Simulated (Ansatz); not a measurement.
# C5H10O2: one species, many methods

One table from this session's results is given with a row withheld; the runs are named, their logs left out.

Method: functionals in def2-TZVPP, the program's frozen cores in correlated methods; program: Ansatz 0.2.0, Gaussian basis.

Levels to be run: LDA (SPW92), PBE-D4, revPBE-D4, BLYP-D4, r2SCAN-D4, B97M-V, PBE0-D4, B3LYP-D4, r2SCANh-D4, r2SCAN0-D4, HSE06-D4, BHLYP-D4, CAM-B3LYP-D4, LC-ωPBE, ωB97X-V, ωB97M-V, B2PLYP, PBE-QIDH; CCSD(T)/def2-SVP; CCSD(T)/def2-TZVPP; MP2/def2-QZVPP; extrapolation to the limit; RPA on PBE.

## The geometry

The geometry comes from an earlier relaxation with PBE0-D4 in a triple-zeta def2 set; it is a stationary point, not always the lowest conformer.

17 atoms, charge 0, spin multiplicity 1.

Atoms are counted from 1 here; the program's logs count them from 0.

Bond lengths: C1–C2 1.517 Å, C1–H8 1.091 Å, C1–H9 1.092 Å, C1–H10 1.092 Å, C2–C3 1.519 Å, C2–C4 1.519 Å, C2–O5 1.464 Å, C3–H11 1.088 Å, C3–H12 1.092 Å, C3–H13 1.092 Å, C4–H14 1.089 Å, C4–H15 1.092 Å, C4–H16 1.092 Å, O5–C6 1.325 Å, C6–O7 1.198 Å, C6–H17 1.102 Å. Angles: C2–C1–H8 109.9°, C2–C1–H9 110.6°, C2–C1–H10 110.6°, H8–C1–H9 108.6°, H8–C1–H10 108.6°, H9–C1–H10 108.5°, C1–C2–C3 110.7°, C1–C2–C4 110.7°, C1–C2–O5 102.9°, C3–C2–C4 112.2°, C3–C2–O5 109.9°, C4–C2–O5 109.9°, C2–C3–H11 111.5°, C2–C3–H12 109.2°, C2–C3–H13 110.4°, H11–C3–H12 108.7°, H11–C3–H13 109.1°, H12–C3–H13 108.1° and more.

The first run:

in.yaml reads:

```yaml
crystal:
  periodic: [false, false, false]
  atoms:
    - {symbol: C, position_ang: [0.532290, 0.276563, 1.643505]}
    - {symbol: C, position_ang: [0.068958, -0.020100, 0.229979]}
    - {symbol: C, position_ang: [1.105777, -0.844447, -0.513162]}
    - {symbol: C, position_ang: [-1.295496, -0.687090, 0.240840]}
    - {symbol: O, position_ang: [-0.031625, 1.311944, -0.368228]}
    - {symbol: C, position_ang: [-0.415503, 1.475239, -1.625824]}
    - {symbol: O, position_ang: [-0.719648, 0.630114, -2.418603]}
    - {symbol: H, position_ang: [0.645682, -0.655191, 2.200572]}
    - {symbol: H, position_ang: [1.493284, 0.794056, 1.632551]}
    - {symbol: H, position_ang: [-0.193758, 0.905344, 2.162093]}
    - {symbol: H, position_ang: [0.781210, -1.072657, -1.526764]}
    - {symbol: H, position_ang: [1.268201, -1.782816, 0.021732]}
    - {symbol: H, position_ang: [2.057293, -0.309875, -0.555370]}
    - {symbol: H, position_ang: [-1.635973, -0.913744, -0.767890]}
    - {symbol: H, position_ang: [-1.234369, -1.619090, 0.807116]}
    - {symbol: H, position_ang: [-2.029884, -0.042350, 0.728596]}
    - {symbol: H, position_ang: [-0.415437, 2.553801, -1.851040]}
basis:
  gaussian: {orbitals: def2-TZVPP}
hamiltonian: {xc: lda}
output: {orbitals: {seedname: orbitals}}
```

The run is started by

```
$ ansatz run in.yaml --threads 2 --pin off --events-out ev --progress --plain --max-ram 32768MiB --backend cuda --devices 0, --max-vram 18GiB
```

Among the steps run: LDA; PBE-D4 (GGA); revPBE-D4 (GGA); BLYP-D4 (GGA); r2SCAN-D4 (meta-GGA); B97M-V (meta-GGA); PBE0-D4 (hybrid); B3LYP-D4 (hybrid); r2SCANh-D4 (hybrid); r2SCAN0-D4 (hybrid); HSE06-D4 (hybrid); BHLYP-D4 (hybrid); CAM-B3LYP-D4 (range-separated); LC-ωPBE (range-separated); ωB97X-V (range-separated); ωB97M-V (range-separated); B2PLYP (double hybrid); PBE-QIDH (double hybrid).

One of the session's tables, all rows but one given; the rest of the session is left out.

It belongs to the step «Frontier levels by functional». 

```
  functional  HOMO (eV)  gap (eV)
 LDA (SPW92)      -6.51      5.26
      PBE-D4      -6.32      5.37
   revPBE-D4      -6.24      5.41
     BLYP-D4      -6.25      5.39
   r2SCAN-D4      -6.65      5.96
      B97M-V      -6.81      6.21
     PBE0-D4      -7.96      8.18
    B3LYP-D4      -7.73      7.63
  r2SCANh-D4      -7.27      7.01
  r2SCAN0-D4          ?         ?
    HSE06-D4      -7.56      7.38
    BHLYP-D4      -9.58     11.01
CAM-B3LYP-D4      -9.45     10.85
     LC-ωPBE     -10.74     13.48
     ωB97X-V     -10.44     13.07
     ωB97M-V     -10.39     12.89
```

Q: Estimate the row for r2SCAN0-D4 from the others.

Worked estimate for «HOMO (eV)». Against the share of exact exchange, r2SCAN-D4 (0, -6.65), r2SCANh-D4 (0.1, -7.27) give a slope of -6.20 per unit share; at 0.25 the line stands at -8.20.

**Answer.** HOMO (eV): -8.20; gap (eV): 8.58. In «HOMO (eV)» the line misses by 0.00.
